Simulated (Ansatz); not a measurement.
**C₃H₅FOS: geometry optimisation**

Aim: relax C₃H₅FOS at this level.

The runs use Ansatz 0.2.0; RKS PBE0-D4/def2-SVP.

### 1 The system as given

SMILES `FCC1OCS1`, 11 atoms, charge 0, spin multiplicity 1.

Atoms are counted from 1 here; the program's logs count them from 0.

Bond lengths: F1–C2 1.382 Å, C2–C3 1.518 Å, C2–H7 1.115 Å, C2–H8 1.112 Å, C3–O4 1.423 Å, C3–S6 1.862 Å, C3–H9 1.116 Å, O4–C5 1.425 Å, C5–S6 1.856 Å, C5–H10 1.114 Å, C5–H11 1.113 Å. Angles: F1–C2–C3 109.6°, F1–C2–H7 109.7°, F1–C2–H8 109.9°, C3–C2–H7 108.6°, C3–C2–H8 109.9°, H7–C2–H8 109.2°, C2–C3–O4 111.1°, C2–C3–S6 115.9°, C2–C3–H9 109.8°, O4–C3–S6 94.9°, O4–C3–H9 112.9°, S6–C3–H9 111.5°, C3–O4–C5 98.9°, O4–C5–S6 95.0°, O4–C5–H10 112.5°, O4–C5–H11 112.5°, S6–C5–H10 112.7°, S6–C5–H11 114.0° and more.

As a file:

```mol
C3H5FOS
  3D, bonds by distance, orders not assigned

 11 11  0  0  0  0  0  0  0  0999 V2000
   -0.8694   -1.1272    2.1833 F   0  0
   -0.3573   -1.2279    0.9037 C   0  0
    0.3182    0.0772    0.5224 C   0  0
    0.8678    0.0065   -0.7884 O   0  0
    0.1820    1.1104   -1.3735 C   0  0
   -0.8185    1.5018    0.1404 S   0  0
    0.4007   -2.0452    0.8652 H   0  0
   -1.1748   -1.4545    0.1853 H   0  0
    1.0734    0.3519    1.2964 H   0  0
    0.8714    1.9373   -1.6585 H   0  0
   -0.4281    0.8126   -2.2556 H   0  0
  1  2  8  0
  2  3  8  0
  2  7  8  0
  2  8  8  0
  3  4  8  0
  3  6  8  0
  3  9  8  0
  4  5  8  0
  5  6  8  0
  5 10  8  0
  5 11  8  0
M  END
```

### 2 Relaxation

input.yaml reads:

```yaml
crystal:
  periodic: [false, false, false]
  atoms:
    - { symbol: F, position_ang: [-0.869437, -1.127178, 2.183311] }
    - { symbol: C, position_ang: [-0.357316, -1.227884, 0.903689] }
    - { symbol: C, position_ang: [0.318243, 0.077204, 0.522399] }
    - { symbol: O, position_ang: [0.867811, 0.006531, -0.78841] }
    - { symbol: C, position_ang: [0.181978, 1.110354, -1.373524] }
    - { symbol: S, position_ang: [-0.818484, 1.501803, 0.140396] }
    - { symbol: H, position_ang: [0.400672, -2.045244, 0.865179] }
    - { symbol: H, position_ang: [-1.174785, -1.454472, 0.185283] }
    - { symbol: H, position_ang: [1.073351, 0.351883, 1.296399] }
    - { symbol: H, position_ang: [0.871397, 1.937263, -1.658548] }
    - { symbol: H, position_ang: [-0.428129, 0.812638, -2.255575] }
basis:
  gaussian: { orbitals: def2-SVP }
hamiltonian:
  xc: pbe0
  dispersion: d4
output:
  forces: true
relax:
  f_tol: 0.003
  max_steps: 120
```

Started as:

```console
ansatz run input.yaml --threads 1 --pin off --max-ram 2560MiB --backend cpu --events-out ev --progress --plain --runs-dir out
```

Standard output:

```text
Warning: RAYON_NUM_THREADS=1 ignored (pool sized by the plan → 1); use --threads N
The last accepted step is kept in <dir> (removed where the run ends without a failure and the disk answers)
Engine: ansatz 0.2.0, aarch64-unknown-linux-gnu
Functional definition: PBE0
  parameter a = 0.25
  parameter kappa = 0.804
  parameter beta = 0.06672455060314922
  exchange = (1 - a)*pbe_x(kappa = kappa, mu = beta*pi^2/3) + a*exact_x
  correlation = pbe_c(beta = beta)
1226 factors; integrals over basis functions are off by at most 2.7e-4 eV
mean field evaluation 1: about -18765.7493 eV, gradient 3.6e1 eV
mean field evaluation 2: about -18764.4448 eV, gradient 4.4e1 eV
mean field evaluation 4: about -18768.5726 eV, gradient 2.0e0 eV
mean field evaluation 8: about -18768.6236 eV, gradient 2.0e-1 eV
mean field evaluation 16: about -18768.6237 eV, gradient 8.6e-5 eV
mean field -18768.62373949 eV, -689.7342005961 hartree, gradient 8.6e-5 eV, S^2 0.000000; 0 other end points of the search recorded, 0 dependent functions left out
the calculation of the forces begins
reference -18768.62376115 eV, -689.7342013922 hartree; 28, 28 occupied and 85, 85 virtual orbitals, 1226 factors
relax step   1: F+E_penalty+E_count = -18768.82705687 eV  Δ(F+E_penalty+E_count) = +0.000e0 eV  max|allowed force component| = 6.033e-1 eV/Å  Δτ_max = 0.0000 Å  (27 SCF iters, accepted)
these checks for a lower state are left out or cut short: starts, cluster_reference, orbital_swaps, neighbouring_geometries, increment
1226 factors; integrals over basis functions are off by at most 2.6e-4 eV
mean field -18768.65055903 eV, -689.7351861961 hartree, gradient 1.6e-5 eV, S^2 0.000000; 0 other end points of the search recorded, 0 dependent functions left out
the calculation of the forces begins
reference -18768.65058064 eV, -689.7351869903 hartree; 28, 28 occupied and 85, 85 virtual orbitals, 1226 factors
relax step   2: F+E_penalty+E_count = -18768.85461400 eV  Δ(F+E_penalty+E_count) = -2.756e-2 eV  max|allowed force component| = 2.099e-1 eV/Å  Δτ_max = 0.0199 Å  (31 SCF iters, accepted)
these checks for a lower state are left out or cut short: starts, cluster_reference, orbital_swaps, neighbouring_geometries, increment
1226 factors; integrals over basis functions are off by at most 2.6e-4 eV
mean field -18768.65468354 eV, -689.7353377690 hartree, gradient 1.5e-5 eV, S^2 0.000000; 0 other end points of the search recorded, 0 dependent functions left out
the calculation of the forces begins
reference -18768.65470506 eV, -689.7353385598 hartree; 28, 28 occupied and 85, 85 virtual orbitals, 1226 factors
relax step   3: F+E_penalty+E_count = -18768.85914650 eV  Δ(F+E_penalty+E_count) = -4.532e-3 eV  max|allowed force component| = 4.455e-2 eV/Å  Δτ_max = 0.0113 Å  (31 SCF iters, accepted)
these checks for a lower state are left out or cut short: starts, cluster_reference, orbital_swaps, neighbouring_geometries, increment
1226 factors; integrals over basis functions are off by at most 2.6e-4 eV
mean field evaluation 32: about -18768.6101 eV, gradient 2.8e-1 eV
mean field -18768.65480622 eV, -689.7353422775 hartree, gradient 1.9e-5 eV, S^2 0.000000; 0 other end points of the search recorded, 0 dependent functions left out
the calculation of the forces begins
reference -18768.65482773 eV, -689.7353430680 hartree; 28, 28 occupied and 85, 85 virtual orbitals, 1226 factors
relax step   4: F+E_penalty+E_count = -18768.85930002 eV  Δ(F+E_penalty+E_count) = -1.535e-4 eV  max|allowed force component| = 1.535e-2 eV/Å  Δτ_max = 0.0036 Å  (23 SCF iters, accepted)
these checks for a lower state are left out or cut short: starts, cluster_reference, orbital_swaps, neighbouring_geometries, increment
1226 factors; integrals over basis functions are off by at most 2.6e-4 eV
mean field -18768.65483626 eV, -689.7353433813 hartree, gradient 9.4e-6 eV, S^2 0.000000; 0 other end points of the search recorded, 0 dependent functions left out
the calculation of the forces begins
reference -18768.65485776 eV, -689.7353441715 hartree; 28, 28 occupied and 85, 85 virtual orbitals, 1226 factors
relax step   5: F+E_penalty+E_count = -18768.85935904 eV  Δ(F+E_penalty+E_count) = -5.901e-5 eV  max|allowed force component| = 7.988e-3 eV/Å  Δτ_max = 0.0048 Å  (24 SCF iters, accepted)
these checks for a lower state are left out or cut short: starts, cluster_reference, orbital_swaps, neighbouring_geometries, increment
1226 factors; integrals over basis functions are off by at most 2.6e-4 eV
mean field -18768.65482842 eV, -689.7353430934 hartree, gradient 1.9e-5 eV, S^2 0.000000; 0 other end points of the search recorded, 0 dependent functions left out
the calculation of the forces begins
reference -18768.65484993 eV, -689.7353438836 hartree; 28, 28 occupied and 85, 85 virtual orbitals, 1226 factors
relax step   6: F+E_penalty+E_count = -18768.85939482 eV  Δ(F+E_penalty+E_count) = -3.579e-5 eV  max|allowed force component| = 5.476e-3 eV/Å  Δτ_max = 0.0079 Å  (23 SCF iters, accepted)
these checks for a lower state are left out or cut short: starts, cluster_reference, orbital_swaps, neighbouring_geometries, increment
1226 factors; integrals over basis functions are off by at most 2.6e-4 eV
mean field -18768.65477826 eV, -689.7353412498 hartree, gradient 1.5e-5 eV, S^2 0.000000; 0 other end points of the search recorded, 0 dependent functions left out
the calculation of the forces begins
reference -18768.65479976 eV, -689.7353420400 hartree; 28, 28 occupied and 85, 85 virtual orbitals, 1226 factors
relax step   7: F+E_penalty+E_count = -18768.85941759 eV  Δ(F+E_penalty+E_count) = -2.277e-5 eV  max|allowed force component| = 5.986e-3 eV/Å  Δτ_max = 0.0063 Å  (24 SCF iters, accepted)
these checks for a lower state are left out or cut short: starts, cluster_reference, orbital_swaps, neighbouring_geometries, increment
1226 factors; integrals over basis functions are off by at most 2.6e-4 eV
mean field -18768.65477705 eV, -689.7353412054 hartree, gradient 1.1e-5 eV, S^2 0.000000; 0 other end points of the search recorded, 0 dependent functions left out
the calculation of the forces begins
reference -18768.65479856 eV, -689.7353419958 hartree; 28, 28 occupied and 85, 85 virtual orbitals, 1226 factors
relax step   8: F+E_penalty+E_count = -18768.85942464 eV  Δ(F+E_penalty+E_count) = -7.050e-6 eV  max|allowed force component| = 5.094e-3 eV/Å  Δτ_max = 0.0030 Å  (23 SCF iters, accepted)
these checks for a lower state are left out or cut short: starts, cluster_reference, orbital_swaps, neighbouring_geometries, increment
1226 factors; integrals over basis functions are off by at most 2.6e-4 eV
mean field evaluation 64: about -18768.6548 eV, gradient 3.9e-5 eV
mean field -18768.65478042 eV, -689.7353413293 hartree, gradient 6.4e-5 eV, S^2 0.000000; 0 other end points of the search recorded, 0 dependent functions left out
the calculation of the forces begins
reference -18768.65480193 eV, -689.7353421198 hartree; 28, 28 occupied and 85, 85 virtual orbitals, 1226 factors
relax step   9: F+E_penalty+E_count = -18768.85942681 eV  Δ(F+E_penalty+E_count) = -2.162e-6 eV  max|allowed force component| = 1.715e-3 eV/Å  Δτ_max = 0.0016 Å  (20 SCF iters, accepted)
1226 factors; integrals over basis functions are off by at most 2.6e-4 eV
mean field -18768.65478042 eV, -689.7353413293 hartree, gradient 6.4e-5 eV, S^2 0.000000; 1 other end points of the search recorded, 0 dependent functions left out
the calculation of the forces begins
reference -18768.65480193 eV, -689.7353421198 hartree; 28, 28 occupied and 85, 85 virtual orbitals, 1226 factors
Total energy: -18768.85944832 eV, -689.7428627357 hartree
Atom 0 at    -0.884156    -1.112002     2.143988 Å, force     0.000391     0.000098    -0.000844 eV/Å
Atom 1 at    -0.354225    -1.216248     0.888565 Å, force    -0.000476     0.000124     0.000910 eV/Å
Atom 2 at     0.326930     0.080351     0.525352 Å, force    -0.001715    -0.000262     0.001602 eV/Å
Atom 3 at     0.872086     0.023811    -0.771504 Å, force     0.001024    -0.000418    -0.001477 eV/Å
Atom 4 at     0.175412     1.100190    -1.358717 Å, force    -0.000289     0.000500     0.000461 eV/Å
Atom 5 at    -0.794869     1.493051     0.152133 Å, force     0.000485     0.000120    -0.000383 eV/Å
Atom 6 at     0.392472    -2.030750     0.867755 Å, force     0.000053     0.000531    -0.000365 eV/Å
Atom 7 at    -1.153269    -1.438519     0.162597 Å, force     0.000936     0.000171     0.000387 eV/Å
Atom 8 at     1.076795     0.340063     1.295197 Å, force    -0.000308    -0.000673    -0.000223 eV/Å
Atom 9 at     0.848660     1.918679    -1.666735 Å, force     0.000175     0.000166     0.000050 eV/Å
Atom 10 at    -0.440536     0.784272    -2.218031 Å, force    -0.000276    -0.000355    -0.000120 eV/Å
Dipole moment:     0.133828    -0.006936    -0.318520 e Å
```

Wall time 50 s (1 thread of Arm Neoverse V2, shared host); peak memory 0.26 GiB.

Step by step:

```csv
step,energy from step 1 (eV),largest force component (eV/Å)
1,0.0000,0.6033
2,-0.0276,0.2099
3,-0.0321,0.0446
4,-0.0322,0.0153
5,-0.0323,0.0080
6,-0.0323,0.0055
7,-0.0324,0.0060
8,-0.0324,0.0051
9,-0.0324,0.0017
```

Distances of close pairs at the start and the end, largest changes first:

```csv
bond,before (Å),after (Å),change (Å)
C3–S6,1.862,1.842,-0.020
C5–S6,1.856,1.838,-0.018
F1–C2,1.382,1.367,-0.015
C3–O4,1.423,1.408,-0.015
O4–C5,1.425,1.410,-0.015
C2–H7,1.115,1.105,-0.010
C3–H9,1.116,1.106,-0.010
C5–H10,1.114,1.104,-0.010
```

### 3 Results

| quantity | value |
| --- | --- |
| energy gained | 0.0324 eV |
| root mean square move | 0.029 Å |
| dipole moment | 1.66 D |

In words: Bond lengths: F1–C2 1.367 Å, C2–C3 1.509 Å, C2–H7 1.105 Å, C2–H8 1.102 Å, C3–O4 1.408 Å, C3–S6 1.842 Å, C3–H9 1.106 Å, O4–C5 1.410 Å, C5–S6 1.838 Å, C5–H10 1.104 Å, C5–H11 1.103 Å. Angles: F1–C2–C3 109.3°, F1–C2–H7 109.6°, F1–C2–H8 109.8°, C3–C2–H7 108.9°, C3–C2–H8 110.0°, H7–C2–H8 109.2°, C2–C3–O4 111.2°, C2–C3–S6 115.6°, C2–C3–H9 109.9°, O4–C3–S6 94.6°, O4–C3–H9 112.8°, S6–C3–H9 112.0°, C3–O4–C5 99.3°, O4–C5–S6 94.7°, O4–C5–H10 112.4°, O4–C5–H11 112.4°, S6–C5–H10 113.1°, S6–C5–H11 114.0° and more. No frequencies were computed here.
